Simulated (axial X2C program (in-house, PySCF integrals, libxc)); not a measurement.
## NaS⁻: cheaper levels and CCSD(T), 2c

All values were computed with an in-house all-electron X2C program for linear molecules (integrals from PySCF). Two-component (2c) means X2C with spin–orbit coupling and atomic mean-field two-electron Coulomb and Gaunt terms. Basis: S dyall-av3z [9s8p3d2f], Na dyall-av3z [10s9p5d2f] (cores contracted in-house); Gaussian nuclei, density fitting, unrestricted open shells. Masses: S 31.972 u, Na 22.990 u.

State: Ω = 0 (closed shell); fragments S- + Na.

```csv
level,Re (Å),ωe (cm⁻¹),De (eV)
PBE0,2.406,357.2,1.43
HF,2.411,374.8,n/a
CCSD,2.439,340.3,1.28
PW91,2.429,338.7,1.74
```

Correlated methods: 8 electrons correlated (number of frozen shells: S 2 s, 1 p; Na 2 s, 1 p), 236 virtual spin orbitals or spinors in MP2, 90 natural virtuals in coupled cluster.

CCSD(T), same Hamiltonian and basis:

Re = 2.464 Å, ωe = 321.1 cm⁻¹, De = 1.51 eV; T1 = 0.034 (Lee–Taylor normalisation).

Question: Give the differences from CCSD(T) in the columns below.

Answer: 

| level | ΔRe (Å) | Δωe (cm⁻¹) | ΔDe (eV) |
| --- | --- | --- | --- |
| PBE0 | -0.058 | 36 | -0.08 |
| HF | -0.053 | 54 | n/a |
| CCSD | -0.025 | 19 | -0.23 |
| PW91 | -0.035 | 18 | 0.23 |

The state is one determinant whose occupation by symmetry is held fixed; it was picked as the lowest of a PBE0 search that is not exhaustive. Closed shells are restricted here (equal orbitals for both partners); the stretched side of such a curve lies too high. De is counted from the lowest determinant-based energies of the atoms at the same level, without counterpoise correction. De is not given where an atomic determinant may have missed its ground term or J level, or where the truncated virtual space spoils (T). CCSD and (T) use frozen natural virtuals with an MP2 correction for the truncation; (T) itself is uncorrected, so its De runs slightly low. The 2c atoms are single determinants rather than J levels; their spin–orbit lowering is only partly caught, and De is too large by that part. This holds for PBE0, PW91. PBE0 can misorder states that lie within some tenths of an eV, so this need not be the ground state of the molecule. The nearest other 2c determinant of the search, Ω = 2, lies 0.31 eV up at the distance of the search. The functionals have no current-density term, which raises determinants with orbital currents, atoms included. The highest occupied level of some functionals is positive through self-interaction error; at Hartree–Fock it is bound. The T1 diagnostic is large, a sign of multireference character.
